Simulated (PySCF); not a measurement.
# Static response to an electric field

Compound: isocyanodiacetylene, C5HN.
Cartesian coordinates in Å at the PBE0-D3(BJ)/def2-SVP level; atoms count from 1:
```
atom  x, y, z in Å
C1     3.2815   -0.8429    1.6873
N2     2.2375   -0.5749    1.1911
C3     1.0937   -0.2812    0.6475
C4     0.0199   -0.0054    0.1374
C5    -1.1814    0.3034   -0.4328
C6    -2.2526    0.5787   -0.9411
H7    -3.1986    0.8222   -1.3898
```

Level: PBE0/def2-SVPD (PySCF), static field, nuclei fixed, core orbitals frozen in the response. The polarisability tensor in these axes (au):

```
x   129.45 -23.83  44.05
y   -23.83  42.82 -11.32
z    44.05 -11.32  57.62
```

Q: Diagonalise the tensor; give its mean and Δα, where Δα² is half the sum of the squared differences of the eigenvalues.

A: Principal values 36.70, 36.70 and 156.50 au; mean 76.63 au = 11.36 Å³ = 12.63 × 10⁻⁴⁰ C²·m²/J; Δα = 119.80 au (156 % of the mean).

Q: What is the dipole moment, and where does it point?

A: (-2.91, 0.75, -1.38) D, 3.31 D in size, pointing from the negative to the positive side. Measured along this direction, the outermost atoms are C1 at the negative end and H7 at the positive end.

Q: What would n − 1 = 2πNα be for an ideal gas of these molecules at 400 K and 1 atm, electronic part alone?

A: N = p/kT = 1.8347 × 10¹⁹ cm⁻³, so n − 1 = 2π × N × 11.36 × 10⁻²⁴ cm³ = 1309 × 10⁻⁶ at long wavelengths, for an ideal gas.

Q: Sum over states: ᾱ = Σ f/ω², ω in Eh. What share falls to these 10 lowest TDDFT singlets (eV, f)? 4.01, 0.0000; 4.18, 0.0000; 4.18, 0.0000; 6.37, 0.0264; 6.37, 0.0264; 6.38, 0.0000; 6.64, 0.0000; 6.64, 0.0000; 6.78, 2.0187; 7.33, 0.0000.

A: They add up to 33.50 au, 43.7 % of the 76.63 au; the largest single term is 32.53 au, from the state at 6.78 eV. Terms in order: 0.00, 0.00, 0.00, 0.48, 0.48, 0.00, 0.00, 0.00, 32.53, 0.00 au. Higher excitations give the rest. The strengths listed sum to 2.071.

Q: Give the eigenvalues of the traceless quadrupole moment Θ = ½Σq(3rr − r²1), origin at the centre of nuclear charge.

A: -0.41, -0.41, 0.83 D·Å. The values depend on the origin, since the dipole doesn't vanish. The electronic extent ⟨r²⟩ about the same centre is 754 bohr², a root-mean-square distance of 2.36 Å for the 38 electrons.

Q: How large is μ²/3kT at 250 K beside α?

A: In Gaussian units μ²/3kT = 105.60 Å³ against 11.36 Å³, a ratio of 9.30; the Debye molar polarisation (4π/3)N_A(α + μ²/3kT) is 295.0 cm³/mol, leaving out the vibrational part.

Q: Find the Langevin capture rate constant for NH4+ (18.034 u) meeting this molecule (75.011 u), k = 2.342 × 10⁻⁹ cm³/s × √(α in Å³ / reduced mass in u).

A: The reduced mass is 14.54 u, so k = 2.07 × 10⁻⁹ cm³/s. The formula leaves out the permanent dipole, which adds to the capture rate.

Isolated species at its PBE0-D3(BJ)/def2-SVP geometry, gas phase.
